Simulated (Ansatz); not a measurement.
System: CH$_{3}$O, net charge 0, doublet state. It need not be the lowest isomer of its formula. SMILES: O[CH2]
Structure (B3LYP-D3(BJ)/def2-TZVP (Ansatz, a program for electronic structure) minimum search):
```
C
O 1 1.3645
H 2 0.9632 1 109.87
H 1 1.0785 2 113.74 3 175.53
H 1 1.0823 4 121.49 2 153.15
```
Charge 0, spin multiplicity 2.

Parts of the frozen-core correlation energy in cc-pVDZ (Ansatz, hartree). Frozen orbitals: 2; correlated occupied orbitals by spin: 7 and 6; virtual: 34 and 35. UHF or UKS for open shells. Spin-orbit coupling is left out. Non-relativistic.

| term | value |
|---|---|
| reference (HF) | -114.42376 |
| MP2 opposite-spin | -0.23250 |
| MP2 same-spin | -0.07677 |
| CCSD correlation | -0.33289 |
| (T) | -0.00731 |
| CCSDT minus CCSD(T) | -0.00055 |
| T1 diagnostic | 0.017 |
| largest doubles amplitude | 0.022 |
| <S^2> of the reference | 0.761 |
